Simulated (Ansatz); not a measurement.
The same path of ClH3Si + FH (7 atoms, charge 0, multiplicity 1) was run twice with different band settings. Lost on the way: Si1–Cl2, F6–H7. Made: Si1–F6, Cl2–H7.

Level of theory: RKS revPBE/6-31G* (Ansatz).

Relaxed end points:

```xyz
7
Properties=species:S:1:pos:R:3
Si 0.344 0.000 -0.065
Cl 0.350 0.000 2.042
H 1.776 0.000 -0.498
H -0.345 1.237 -0.535
H -0.345 -1.237 -0.535
F -2.763 0.000 1.091
H -2.162 0.000 1.823
```

```xyz
7
Properties=species:S:1:pos:R:3
Si -0.187 0.000 -0.683
Cl -0.942 0.000 3.933
H 1.217 0.000 -0.160
H -0.436 1.229 -1.502
H -0.436 -1.229 -1.502
F -1.229 0.000 0.590
H -1.133 0.000 2.646
```

Common settings: spring 5.0 eV/Å²; optimiser quadratic models (default); start path through a guess of the saddle point; force threshold 0.05 eV/Å; iteration limit 60; end points relaxed.

| run | movable images | climbing image |
| --- | --- | --- |
| 1 | 9 | yes |
| 2 | 4 | no |

Question: What does each run give, and how far can it be trusted?

Answer: Run 1: converged after 10 iterations, highest image 1.053 eV above the first end. A vibrational analysis at the climbing image gives 2 clearly imaginary modes (505i, 187i cm⁻¹): a point of higher order, so a lower path passes nearby.
Run 2: converged after 10 iterations, highest image 1.040 eV above the first end. No image climbed, so the highest image needn't sit at the top of the path.
The orbitals stay closed-shell, which can raise the energy where a bond breaks towards radicals; this wasn't checked here.
